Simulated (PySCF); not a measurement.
B3LYP has the VWN-RPA correlation part, as in Gaussian. 

```xyz
3

O      0.0052     0.3988     0.0000
H     -0.7565    -0.1896     0.0000
H      0.7514    -0.2092     0.0000
```

Charge 0, multiplicity 1.

Task: Give the Mulliken and meta-Löwdin atomic charges from B3LYP-D3(BJ)/def2-TZVP // PBE0-D3(BJ)/def2-SVP (PySCF).

Result: 
```
atom  Mulliken (e)  meta-Löwdin (e)
----  ------------  ---------------
O1           -0.63            -0.68
H2            0.31             0.34
H3            0.31             0.34
```
